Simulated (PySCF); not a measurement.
**Gas-phase XPS of `F[C@@H]1S[C@@H]1F`, computed**

Compound: C₂H₂F₂S.
SMILES with atom numbers: `[F:1][C@@H:2]1[S:3][C@@H:4]1[F:5]`

Theory: delta-SCF UKS SCAN, pcX-2 on the ionised atom, pcseg-1 elsewhere, spin-free X2C in PySCF 2.14.0. Binding energies are ΔSCF values: E(core-ionised, relaxed orbitals) − E(ground state) at a fixed geometry, referred to the vacuum level.

**Question.** Give the core binding energies atom by atom.

**Answer.** 
```
atom(s)     environment  level  binding energy (eV)  count
  C2/C4  sp3 C–F carbon   C 1s               294.44      2
  F1/F5  alkyl fluorine   F 1s               693.37      2
     S3  sulfide sulfur   S 1s              2477.74      1
```

**Question.** Which effective nuclear charge Zeff reproduces each element's mean 1s value in the hydrogen-like formula E = 13.606 eV × Zeff²?

**Answer.** C (Z = 6): mean 294.4 eV, Zeff = 4.65, Z − Zeff = 1.35; F (Z = 9): mean 693.4 eV, Zeff = 7.14, Z − Zeff = 1.86; S (Z = 16): mean 2477.7 eV, Zeff = 13.49, Z − Zeff = 2.51. Means run over the listed sites, weighted by atom count.

Atoms equivalent by their bonding share one computed value, that of the first of them. Not every level is listed. Geometry: PBE0-D3(BJ)/def2-SVP; no solvent, vibrations or thermal averaging.
